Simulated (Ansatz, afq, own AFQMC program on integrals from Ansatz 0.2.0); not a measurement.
AFQMC on a folder of integrals that Ansatz 0.2.0 wrote.

```yaml
crystal:
  periodic: [false, false, false]
  atoms:
    - {symbol: Ga, position_ang: [0.000000, 0.000000, 0.273494]}
    - {symbol: Be, position_ang: [0.000000, 0.000000, -1.998913]}
    - {symbol: H, position_ang: [0.000000, 1.319353, 1.148196]}
    - {symbol: H, position_ang: [0.000000, -1.319353, 1.148196]}
    - {symbol: H, position_ang: [0.000000, 0.000000, -3.342377]}
basis:
  gaussian: {orbitals: cc-pVDZ}
magnetization: {spin_polarized: false}
correlation: {method: ccsd_t, electrons: outside_noble_gas, hamiltonian_folder: ham}
```

```sh
$ ansatz run in.yaml --threads 1 --pin off --events-out ev --progress --plain --max-ram 1382MiB
```

afq runs on the folder ham with

```
--method phaseless --trial mp1 --walkers 40 --populations 1 --least-time 40 --time-step 0.0025 --steps-per-block 10 --equilibration-blocks 120 --max-blocks 1600 --target-error 0.00068 --factor-cut 0.0001 --seed 3682 --taylor-order 8
```

Times are imaginary, in 1/Eh. The walk had a cap of 234 s. Filled inner d shells are frozen with the cores.

```
orbitals 41  electrons 4 4  factors 269 of 580
reference energy -1939.55398741 Eh
CCSD correlation -0.13755533 Eh in 11 cycles, weight of the determinant in the CISD state 0.9040
energy of the start -1939.658446 Eh
 block  time / (1/Eh)  mean weight  energy / Eh
     1     0.025  0.9996  -1939.659558
     2     0.050  1.0001  -1939.660555
     3     0.075  1.0000  -1939.661645
     4     0.100  0.9996  -1939.662753
     5     0.125  0.9994  -1939.663148
     8     0.200  0.9995  -1939.665451
    44     1.100  1.0008  -1939.687178
   173     4.325  0.9992  -1939.688283
   302     7.550  1.0004  -1939.693580
   388     9.700  0.9997  -1939.719962
   431    10.775  1.0003  -1939.695891
   560    14.000  0.9991  -1939.693584
   646    16.150  0.9999  -1939.688241
   689    17.225  0.9992  -1939.691074
   818    20.450  0.9986  -1939.693211
   947    23.675  1.0006  -1939.697860
  1076    26.900  0.9995  -1939.696251
  1205    30.125  0.9999  -1939.695284
  1334    33.350  1.0010  -1939.701210
  1463    36.575  0.9988  -1939.689978
  1592    39.800  0.9994  -1939.702454
  1678    41.950  0.9995  -1939.703763
blocks merged  error / Eh  count
     1  0.000199  1600
     2  0.000279  800
     4  0.000391  400
     8  0.000544  200
    16  0.000751  100
    32  0.001000  50
    64  0.001341  25
   128  0.001725  12
energy -1939.697183 +/- 0.001341 Eh
(rows thinned)
```

Estimate how long the walk took on 1 thread of Intel(R) Xeon(R) 6975P-C (Granite Rapids), with other jobs on the host.

120 s of wall time.

The run failed at least one of its tests; the cautions name the faults. The second half of the sampling lies below the first by 1.9 errors of their difference, so the energy may still be moving and its error bar be too small.

Against this walk (error 36.5 meV) on the same determinant: CCSD(T) 92.5 meV higher, CCSDT(Q) 72.2 meV higher (within the noise), a separate phaseless walk with a CISD trial and standard settings 67.7 ± 36.9 meV higher (within the noise). The error is statistical and leaves out the bias of the constraint.

Cautions: constraint bias not in the error; error not settled; error above the target (36.5 against 18.5 meV); no relativity below Rb; no spin-orbit coupling; inner d shell frozen.

CCSDT and higher add their correlation energy to the determinant of the CCSD(T) run, since their own runs factorise the integrals more tightly (a shift of under 2 meV). A walk keeps the symmetry of its determinant, which the program's search chose and which needn't be the lowest solution, so a lower state of the same spin and another symmetry isn't excluded.
